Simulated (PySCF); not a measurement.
Geometries of 2 isomers of C4H7NO, from PBE0-D3(BJ)/def2-SVP geometry optimisation, gas phase in PySCF 2.14.0. One conformer each, no zero-point energy, no frequencies.

Question: Which is lower in electronic energy at this level?
A.
```xyz
13
angstrom
O      2.189    1.328   -0.344
C      1.151    0.734   -0.172
C      0.942   -0.776   -0.126
C     -0.570   -0.949   -0.223
C     -1.124    0.359    0.357
N     -0.073    1.298    0.051
H      1.346   -1.134    0.836
H      1.518   -1.268   -0.922
H     -0.956   -1.835    0.302
H     -0.869   -1.033   -1.279
H     -2.081    0.651   -0.104
H     -1.295    0.276    1.448
H     -0.149    2.297    0.197
```
B.
```xyz
13
angstrom
C      2.002    0.232   -0.182
C      0.910    1.039    0.490
O     -0.164    0.259    0.976
C     -0.956   -0.349    0.014
C     -1.647    0.609   -0.870
N     -2.167    1.377   -1.562
H      2.848    0.889   -0.432
H      2.367   -0.562    0.486
H      1.667   -0.232   -1.123
H      1.306    1.550    1.379
H      0.528    1.824   -0.192
H     -1.721   -0.939    0.542
H     -0.395   -1.051   -0.633
```

Answer: A. That is 2-pyrrolidinone, `C1CNC(=O)C1`, 46.1 kcal/mol below the other.

```
   SMILES                   atoms numbered as above      E (Eh)  relative (kcal/mol)  relative (kJ/mol)  dipole (D)
O=C1CCCN1  [O:1]=[C:2]1[CH2:3][CH2:4][CH2:5][NH:6]1  -286.11021                  0.0                0.0        3.89
  CCOCC#N     [CH3:1][CH2:2][O:3][CH2:4][C:5]#[N:6]  -286.03667                 46.1              193.1        3.17
```

As drawn, the lower has a C=O bond, an N–H bond and a C(=O)–N unit, which the higher lacks; the higher has a C≡N group, which the lower lacks.
